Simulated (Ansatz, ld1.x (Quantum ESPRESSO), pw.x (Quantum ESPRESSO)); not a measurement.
**pw.x on bcc Sn: one setting changed**

Potential: PAW, ld1.x (Quantum ESPRESSO) 7.5, PBEsol; core [Kr] 4d10, reference 5s2 5p2; waves: 5s (bound): rcut 1.75, rcutus 2.30 bohr; 5s channel at 0.15 Ry: rcut 1.75, rcutus 2.30 bohr; 5p (bound): rcut 2.05, rcutus 2.30 bohr; 5p channel at 1.7 Ry: rcut 2.05, rcutus 2.30 bohr; 5d channel at 0.25 Ry: rcut 2.05, rcutus 2.75 bohr; local part: all-electron potential smoothed inside 2.20 bohr (lloc = -2); core correction: Bessel-smoothed model core inside 2.84 bohr; augmentation: PSQ, inside the norm-conserving radii.

The reference run (k-mesh 12³, cutoffs 40/320 Ry, Fermi–Dirac 0.01 Ry, mixing_beta 0.4, conv_thr 1e-9, no spin) gives -0.70 GPa at 26.223 Å³/atom, where all-electron LAPW gives -0.25 GPa. This run, with its own iteration cap, changes degauss to 0.02.

```
&control
  calculation='scf', prefix='x', pseudo_dir='./', outdir='./tmp', tstress=.true., disk_io='none'
/
&system
  ibrav=0, nat=1, ntyp=1, ecutwfc=40, ecutrho=320, nbnd=9,
  occupations='smearing', smearing='fd', degauss=0.02
/
&electrons
  conv_thr=1e-09, mixing_beta=0.4, electron_maxstep=50
/
ATOMIC_SPECIES
Sn 1.0 Sn.UPF
CELL_PARAMETERS angstrom
  -1.87157597 1.87157597 1.87157597
  1.87157597 -1.87157597 1.87157597
  1.87157597 1.87157597 -1.87157597
ATOMIC_POSITIONS crystal
Sn 0.0000 0.0000 0.0000
K_POINTS automatic
12 12 12 0 0 0
```

```bash
pw.x < Sn.scf.in > Sn.scf.out
```

Task: How does the run end?

Result: It converges in 6 iterations; the free energy moves by -50.4 meV/atom and the pressure by +0.38 GPa. In a metal, with Fermi–Dirac smearing, F lies below its zero-width value by a term in the square of the width.

```
Message from routine setup:
     using ibrav=0 with symmetry is DISCOURAGED, use correct ibrav instead
     lattice parameter (alat)  =       6.1259  a.u.
     unit-cell volume          =     176.9616 (a.u.)^3
     number of electrons       =         4.00
     number of Kohn-Sham states=            9
     kinetic-energy cutoff     =      40.0000  Ry
     charge density cutoff     =     320.0000  Ry
     scf convergence threshold =      1.0E-09
     Exchange-correlation= SLA  PW   PSX  PSC
     number of k points=    72  Fermi-Dirac smearing, width (Ry)=  0.0200
     iteration #  1     ecut=    40.00 Ry     beta= 0.40
     total energy              =    -328.35517783 Ry
     estimated scf accuracy    <       0.00194260 Ry
     iteration #  2     ecut=    40.00 Ry     beta= 0.40
     total energy              =    -328.35511543 Ry
     estimated scf accuracy    <       0.00059823 Ry
     iteration #  3     ecut=    40.00 Ry     beta= 0.40
     total energy              =    -328.35514722 Ry
     estimated scf accuracy    <       0.00000267 Ry
     iteration #  4     ecut=    40.00 Ry     beta= 0.40
     total energy              =    -328.35514748 Ry
     estimated scf accuracy    <          9.9E-09 Ry
     iteration #  5     ecut=    40.00 Ry     beta= 0.40
     total energy              =    -328.35514749 Ry
     estimated scf accuracy    <          2.6E-09 Ry
     iteration #  6     ecut=    40.00 Ry     beta= 0.40
     the Fermi energy is     6.6479 ev
!    total energy              =    -328.35514749 Ry
     estimated scf accuracy    <          1.5E-10 Ry
     smearing contrib. (-TS)   =      -0.00998520 Ry
     The total energy is F=E-TS. E is the sum of the following terms:
     one-electron contribution =       4.17332990 Ry
     hartree contribution      =       0.05148606 Ry
     xc contribution           =      -3.64155726 Ry
     ewald contribution        =      -8.23177659 Ry
     one-center paw contrib.   =    -320.69664439 Ry
     convergence has been achieved in   6 iterations
          total   stress  (Ry/bohr**3)                   (kbar)     P=       -3.17
     Message from routine punch:
     Nothing written, as per user request (disk_io='none')
```

The run took about 7.4 s on one core of a shared host (Neoverse-V1, 32 threads, 247 GiB, load 22).
